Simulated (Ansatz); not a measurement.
Geometry optimisation, Ansatz, RKS PBE0/6-31G*.

Input:

```yaml
crystal:
  periodic: [false, false, false]
  atoms:
    - { symbol: B, position_ang: [0.0, 0.0, 0.0] }
    - { symbol: H, position_ang: [0.0, 0.0, 1.54] }
    - { symbol: H, position_ang: [1.0305, 0.0, -0.595] }
    - { symbol: H, position_ang: [-1.0305, 0.0, -0.595] }
    - { symbol: O, position_ang: [0.0715, -1.6212, 0.5392] }
    - { symbol: Si, position_ang: [-0.6985, -2.9178, -0.2012] }
    - { symbol: H, position_ang: [0.2063, -4.0629, -0.2427] }
    - { symbol: H, position_ang: [-1.8953, -3.2713, 0.5566] }
    - { symbol: H, position_ang: [-1.0766, -2.5477, -1.562] }
    - { symbol: H, position_ang: [0.0379, -0.8605, 1.537] }
basis:
  gaussian: { orbitals: "6-31G*" }
hamiltonian:
  xc: pbe0
relax:
  f_tol: 0.15
  max_steps: 25
  restrain:
    - { distance: [0, 4], at: 1.41, k: 30.0 }
    - { distance: [9, 1], at: 0.66, k: 30.0 }
    - { distance: [0, 1], at: 2.39, k: 30.0 }
    - { distance: [9, 4], at: 2.21, k: 30.0 }
```

Command:

```bash
$ ansatz run input.yaml --threads 1 --pin off --max-ram 2048MiB --backend cpu --events-out ev --progress --plain --runs-dir out
```

Where does it end, and by what steps?

The run converged. The restraints hold the end off the free minimum; the threshold counts their pulls, which the force column leaves out. Restrained pairs: B1–O5 (1.71 → 1.38 Å), H2–H10 (0.86 → 0.71 Å), B1–H2 (1.54 → 2.40 Å), O5–H10 (1.26 → 2.22 Å). After 10 steps the energy has fallen by 3.045 eV (the restraints' own energy left out); O5 moved furthest, 0.73 Å.

```
step  energy less start (eV)  largest force component (eV/Å)  accepted
   0                  0.0000                           3.947       yes
   1                 -0.6384                           5.928       yes
   2                 -1.8645                           4.829       yes
   3                 -2.6413                           1.655       yes
   4                 -2.8431                           1.142       yes
   5                 -2.9539                           1.286       yes
   6                 -3.0131                           1.045       yes
   7                 -3.0342                           1.337       yes
   8                 -3.0649                           0.957        no
   9                 -3.0452                           1.164       yes
  10                 -3.0447                           1.360       yes
```

```xyz
10
Properties=species:S:1:pos:R:3
B 0.189 -0.377 -0.341
H -0.317 0.030 1.966
H 1.120 0.363 -0.200
H -0.884 0.012 -0.726
O 0.397 -1.721 -0.101
Si -0.705 -2.963 -0.305
H 0.071 -4.225 -0.392
H -1.625 -3.023 0.864
H -1.494 -2.763 -1.551
H -0.106 -0.615 1.761
```

The run took 26 s on 1 thread of Intel(R) Xeon(R) Platinum 8488C (Sapphire Rapids), with other jobs on the host, peak memory 0.15 GiB.
